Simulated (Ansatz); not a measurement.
A nudged elastic band was laid between two geometries of C₃H₅N (9 atoms, charge 0, multiplicity 1).

The calculation used Ansatz 0.2.0, RHF/def2-SVP.

```yaml
movable_images: 5
climbing_image: yes
spring: 5.0 eV/Å²
optimiser: quadratic models (default)
start_path: through a guess of the saddle point
force_threshold: 0.05 eV/Å
iteration_limit: 60
end_points: relaxed
```

Initial state:

```xyz
9
Properties=species:S:1:pos:R:3
C 1.321 -0.221 0.027
C 0.309 0.631 -0.029
C -1.112 0.243 -0.226
N -1.680 -0.801 0.169
H 2.338 0.121 0.168
H 1.178 -1.290 -0.083
H 0.502 1.697 0.038
H -1.716 0.965 -0.778
H -1.052 -1.390 0.696
```

Final state:

```xyz
9
Properties=species:S:1:pos:R:3
C 1.481 0.012 -0.346
C 0.335 0.186 0.293
C -0.965 -0.258 -0.249
N -2.085 -0.126 0.297
H 2.421 0.347 0.072
H 1.523 -0.474 -1.315
H 0.319 0.676 1.262
H -0.927 -0.749 -1.222
H -2.012 0.339 1.191
```

(1) Which bonds break or form, and what moves?

(2) Give the energies along the band, and the barrier.

(3) What is the geometry of the highest image?

(4) What are the harmonic wavenumbers there?

The band took 8 iterations and roughly 70 core-seconds.

Results:

(1) No bond is made or broken. The dihedral H7–C2–C3–N4 goes from -149 to 0°.

(2) It converged. The highest image is number 3 of 0 to 6, 0.133 eV above the first end and 0.252 eV above the last; the last end lies 0.118 eV below the first. A vibrational analysis at the climbing image gives one clearly imaginary mode, 178i cm⁻¹: a first-order saddle point.

```tsv
image	path coordinate (Å)	energy (eV)	dihedral H7–C2–C3–N4 (°)
0	0.00	0.000	-149
1	0.61	0.031	-127
2	1.21	0.099	-104
3	1.82	0.133	-81
4	2.57	0.069	-53
5	3.32	-0.057	-26
6	4.07	-0.118	0
```

(3) 
```xyz
9
Properties=species:S:1:pos:R:3
C 1.423 -0.136 -0.199
C 0.308 0.490 0.135
C -1.055 0.076 -0.319
N -1.881 -0.593 0.340
H 2.387 0.200 0.163
H 1.420 -1.009 -0.842
H 0.351 1.367 0.775
H -1.352 0.406 -1.317
H -1.512 -0.847 1.246
```

(4) 178i, 364, 418, 757, 898, 988, 1083, 1114, 1193, 1249, 1340, 1403, 1516, 1553, 1843, 1932, 3256, 3297, 3312, 3398, 3706 cm⁻¹.

The run took 73 s on 1 thread of Intel(R) Xeon(R) Platinum 8488C (Sapphire Rapids) (shared host), peak memory 0.17 GiB.
